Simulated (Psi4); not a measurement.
# B3LYP/6-31G(d) (Cartesian functions) run of HS− (hydrosulfide), part 2 of 2

Psi4 1.11. The steps go on from the part before.

### 3 The distorted shape, same level

input.dat

```
memory 1.6 GB

molecule {
  -1 1
  S      0.919557    -0.300652     0.472819
  H     -0.574700     0.187900    -0.295500
  symmetry c1
  no_reorient
  no_com
}

set globals {
  basis                6-31G*
  puream               false
  e_convergence        1e-09
  d_convergence        1e-08
  scf_type             pk
  dft_radial_points    99
  dft_spherical_points 590
}

e_tot, wfn = gradient("b3lyp", return_wfn=True)
oeprop(wfn, "DIPOLE", "WIBERG_LOWDIN_INDICES", "MULLIKEN_CHARGES")
```

Started as:

```bash
$ psi4 -i input.dat -o output.dat -n 1
```

output.dat:

```text
Psi4 1.11 release

gradient() will perform analytic gradient computation.

   => Loading Basis Set <=

    Name: 6-31G*
    Role: ORBITAL
    Keyword: BASIS

         ---------------------------------------------------------
                                   SCF
                              RKS Reference
                        1 Threads,   1525 MiB Core
         ---------------------------------------------------------

  ==> Geometry <==

    Molecular point group: c1
    Full point group: C_inf_v

    Geometry (in Angstrom), charge = -1, multiplicity = 1:

       Center              X                  Y                   Z               Mass
    ------------   -----------------  -----------------  -----------------  -----------------
         S            0.919557000000    -0.300652000000     0.472819000000    31.972071174400
         H           -0.574700000000     0.187900000000    -0.295500000000     1.007825032230

  Running in c1 symmetry.

  Rotational constants: A = ************  B =      0.44919  C =      0.44919 [cm^-1]
  Rotational constants: A = ************  B =  13466.29838  C =  13466.29838 [MHz]
  Nuclear repulsion =    4.838743782838086

  Charge       = -1
  Multiplicity = 1
  Electrons    = 18
  Nalpha       = 9
  Nbeta        = 9

  ==> Algorithm <==

  SCF Algorithm Type is PK.
  DIIS enabled.
  MOM disabled.
  Fractional occupation disabled.
  Guess Type is SAD.
  Energy threshold   = 1.00e-09
  Density threshold  = 1.00e-08
  Integral threshold = 1.00e-12

  ==> Primary Basis <==

  Basis Set: 6-31G*
    Blend: 6-31G*
    Number of shells: 10
    Number of basis functions: 21
    Number of Cartesian functions: 21
    Spherical Harmonics?: false
    Max angular momentum: 2

  ==> DFT Potential <==

   => LibXC <=

    Version 7.1.2

   => Composite Functional: B3LYP <=

    B3LYP Hyb-GGA Exchange-Correlation Functional

    Deriv               =              1
    GGA                 =           TRUE
    Meta                =          FALSE

    Exchange Hybrid     =           TRUE
    MP2 Hybrid          =          FALSE

   => Exchange Functionals <=

    0.0800   Slater exchange
    0.7200         Becke 88

   => Exact (HF) Exchange <=

    0.2000               HF

   => Correlation Functionals <=

    0.1900   Vosko, Wilk & Nusair (VWN5_RPA)
    0.8100   Lee, Yang & Parr

   => LibXC Density Thresholds  <==

    XC_HYB_GGA_XC_B3LYP:  1.00E-15

   => Molecular Quadrature <=

    Radial Scheme          =       TREUTLER
    Pruning Scheme         =           NONE
    Nuclear Scheme         =       TREUTLER

    Blocking Scheme        =         OCTREE
    BS radius alpha        =              1
    Pruning alpha          =              1
    Radial Points          =             99
    Spherical Points       =            590
    Total Points           =         109934
    Total Blocks           =            858
    Max Points             =            256
    Max Functions          =             21
    Weights Tolerance      =       1.00E-15

  ==> Integral Setup <==

  Using in-core PK algorithm.
   Calculation information:
      Number of atoms:                   2
      Number of AO shells:              10
      Number of primitives:             31
      Number of atomic orbitals:        21
      Number of basis functions:        21

      Integral cutoff                 1.00e-12
      Number of threads:                 1

  Performing in-core PK
  Using 53592 doubles for integral storage.
  We computed 1540 shell quartets total.
  Whereas there are 1540 unique shell quartets.

  ==> DiskJK: Disk-Based J/K Matrices <==

    J tasked:                  Yes
    K tasked:                  Yes
    wK tasked:                  No
    Memory [MiB]:             1081
    Schwarz Cutoff:          1E-12

  Cached 100.0% of DFT collocation blocks in 0.062 [GiB].

  Minimum eigenvalue in the overlap matrix is 1.5264793264E-02.
  Reciprocal condition number of the overlap matrix is 4.1359905500E-03.
    Using symmetric orthogonalization.

  ==> Pre-Iterations <==

  SCF Guess: Superposition of Atomic Densities via on-the-fly atomic UHF (no occupation information).

   -------------------------
    Irrep   Nso     Nmo
   -------------------------
     A         21      21
   -------------------------
    Total      21      21
   -------------------------

  ==> Iterations <==

                        Total Energy        Delta E     RMS |[F,P]|

   @RKS iter SAD:  -398.35948160674189   -3.98359e+02   0.00000e+00
   @RKS iter   1:  -398.59605128298040   -2.36570e-01   2.24141e-02 DIIS/ADIIS
   @RKS iter   2:  -398.50210528426356    9.39460e-02   2.76979e-02 DIIS/ADIIS
   @RKS iter   3:  -398.77146733685532   -2.69362e-01   1.38919e-03 DIIS/ADIIS
   @RKS iter   4:  -398.77181432515920   -3.46988e-04   7.85357e-04 DIIS/ADIIS
   @RKS iter   5:  -398.77204126122740   -2.26936e-04   6.09669e-05 DIIS
   @RKS iter   6:  -398.77204280329289   -1.54207e-06   7.50875e-06 DIIS
   @RKS iter   7:  -398.77204281941670   -1.61238e-08   5.65940e-07 DIIS
   @RKS iter   8:  -398.77204281953260   -1.15904e-10   1.09777e-08 DIIS
   @RKS iter   9:  -398.77204281953294   -3.41061e-13   9.39663e-10 DIIS
  Energy and wave function converged.

  ==> Post-Iterations <==

   Electrons on quadrature grid:
      Ntotal   =   18.0000000023 ; deviation = 2.297e-09

    Orbital Energies [Eh]
    ---------------------

    Doubly Occupied:

       1A    -88.585221     2A     -7.639751     3A     -5.608307
       4A     -5.596938     5A     -5.596938     6A     -0.362097
       7A     -0.076990     8A      0.039034     9A      0.039034

    Virtual:

      10A      0.208017    11A      0.567289    12A      0.627851
      13A      0.627851    14A      0.648029    15A      1.019059
      16A      1.082334    17A      1.082334    18A      1.101696
      19A      1.101696    20A      1.162537    21A      4.186489

    Final Occupation by Irrep:
              A
    DOCC [     9 ]
    NA   [     9 ]
    NB   [     9 ]

  @RKS Final Energy:  -398.77204281953294

   => Energetics <=

    Nuclear Repulsion Energy =              4.8387437828380859
    One-Electron Energy =                -565.4342582785850482
    Two-Electron Energy =                 182.9233007320432591
    DFT Exchange-Correlation Energy =     -21.0998290558292076
    Empirical Dispersion Energy =           0.0000000000000000
    VV10 Nonlocal Energy =                  0.0000000000000000
    Total Energy =                       -398.7720428195329987

Computation Completed

Properties will be evaluated at   0.000000,   0.000000,   0.000000 [a0]

Properties computed using the SCF density matrix

 Multipole Moments:

 ------------------------------------------------------------------------------------
     Multipole            Electronic (a.u.)      Nuclear  (a.u.)        Total (a.u.)
 ------------------------------------------------------------------------------------

 L = 1.  Multiply by 2.5417464519 to convert [e a0] to [Debye]
 Dipole X            :        -28.2746755           26.7173486           -1.5573269
 Dipole Y            :          9.2444923           -8.7353195            0.5091728
 Dipole Z            :        -14.5383089           13.7375606           -0.8007483
 Magnitude           :                                                    1.8236562

 ------------------------------------------------------------------------------------

	total time  =          1 seconds =       0.02 minutes

         ------------------------------------------------------------
                                   SCF GRAD
         ------------------------------------------------------------

  ==> Geometry <==

    Molecular point group: c1
    Full point group: C_inf_v

    Geometry (in Angstrom), charge = -1, multiplicity = 1:

       Center              X                  Y                   Z               Mass
    ------------   -----------------  -----------------  -----------------  -----------------
         S            0.919557000000    -0.300652000000     0.472819000000    31.972071174400
         H           -0.574700000000     0.187900000000    -0.295500000000     1.007825032230

  Nuclear repulsion =    4.838743782838086

  ==> Basis Set <==

  Basis Set: 6-31G*
    Blend: 6-31G*
    Number of shells: 10
    Number of basis functions: 21
    Number of Cartesian functions: 21
    Spherical Harmonics?: false
    Max angular momentum: 2

  ==> DirectJKGrad: Integral-Direct SCF Gradients <==

    Gradient:                    1
    J tasked:                  Yes
    K tasked:                  Yes
    wK tasked:                  No
    Integrals threads:           1
    Schwarz Cutoff:          1E-12

  ==> DFT Potential <==

   => LibXC <=

    Version 7.1.2

   => Composite Functional: B3LYP <=

    B3LYP Hyb-GGA Exchange-Correlation Functional

    Deriv               =              1
    GGA                 =           TRUE
    Meta                =          FALSE

    Exchange Hybrid     =           TRUE
    MP2 Hybrid          =          FALSE

   => Exchange Functionals <=

    0.0800   Slater exchange
    0.7200         Becke 88

   => Exact (HF) Exchange <=

    0.2000               HF

   => Correlation Functionals <=

    0.1900   Vosko, Wilk & Nusair (VWN5_RPA)
    0.8100   Lee, Yang & Parr

   => LibXC Density Thresholds  <==

    XC_HYB_GGA_XC_B3LYP:  1.00E-15

   => Molecular Quadrature <=

    Radial Scheme          =       TREUTLER
    Pruning Scheme         =           NONE
    Nuclear Scheme         =       TREUTLER

    Blocking Scheme        =         OCTREE
    BS radius alpha        =              1
    Pruning alpha          =              1
    Radial Points          =             99
    Spherical Points       =            590
    Total Points           =         109934
    Total Blocks           =            858
    Max Points             =            256
    Max Functions          =             21
    Weights Tolerance      =       1.00E-15

  -Total Gradient:
     Atom            X                  Y                   Z
    ------   -----------------  -----------------  -----------------
       1        0.056872226852    -0.018594552458     0.029242635273
       2       -0.056872276477     0.018594568684    -0.029242660794

	total time  =          0 seconds =       0.00 minutes

Properties will be evaluated at   0.000000,   0.000000,   0.000000 [a0]
OEProp: No title given, name of density matrix used for the following properties is 'SCF density'

 Multipole Moments:

 ------------------------------------------------------------------------------------
     Multipole            Electronic (a.u.)      Nuclear  (a.u.)        Total (a.u.)
 ------------------------------------------------------------------------------------

 L = 1.  Multiply by 2.5417464519 to convert [e a0] to [Debye]
 Dipole X            :        -28.2746755           26.7173486           -1.5573269
 Dipole Y            :          9.2444923           -8.7353195            0.5091728
 Dipole Z            :        -14.5383089           13.7375606           -0.8007483
 Magnitude           :                                                    1.8236562

 ------------------------------------------------------------------------------------
  Mulliken Charges: (a.u.)
   Center  Symbol    Alpha    Beta     Spin     Total
       1     S     8.44384  8.44384  0.00000 -0.88769
       2     H     0.55616  0.55616  0.00000 -0.11231

   Total alpha =  9.00000, Total beta =  9.00000, Total charge = -1.00000

  Wiberg Bond Indices using Orthogonal Lowdin Orbitals:

  Irrep: 1 Size: 2 x 2

                 1                   2

    1     0.00000000000000     1.00650365446837
    2     1.00650365446837     0.00000000000000

  Atomic Valences:

 #  #
 Irrep: 1
      1:    1.006503654468371
      2:    1.006503654468371

    Psi4 run time: 0:00:01.31
```

It took 2.1 s on 1 thread of Intel Xeon 6975P-C (Granite Rapids), shared host; peak memory 0.27 GiB.

### 4 Outcome

The summary covers parts 1 to 2.

Level: B3LYP/6-31G* (Cartesian functions).

| quantity | value |
| --- | --- |
| first shape: total energy | -398.80612 Eh |
| first shape: HOMO energy | 1.29 eV |
| first shape: LUMO energy | 8.54 eV |
| first shape: HOMO–LUMO gap (to an unbound level, set by the basis) | 7.24 eV |
| first shape: largest force on an atom | 0.416 eV/Å |
| distorted shape: total energy | -398.77204 Eh |
| distorted shape: HOMO energy | 1.06 eV |
| distorted shape: LUMO energy | 5.66 eV |
| distorted shape: HOMO–LUMO gap (to an unbound level, set by the basis) | 4.60 eV |
| distorted shape: largest force on an atom | 3.425 eV/Å |
| energy change with the S1–H2 bond stretched from 1.346 to 1.750 Å | 0.927 eV |

**Reading.** With the S1–H2 bond stretched from 1.346 to 1.750 Å the energy rises by 0.93 eV (21.4 kcal/mol). The first shape isn't relaxed at this level, so the change isn't measured from a minimum. The largest force (first shape) is 0.42 eV/Å: the shape isn't a stationary point for this species at this level. The HOMO (first shape) lies at positive energy, 1.29 eV; only total energies tell whether the electron is bound. The HOMO (distorted shape) lies at positive energy, 1.06 eV; only total energies tell whether the electron is bound.
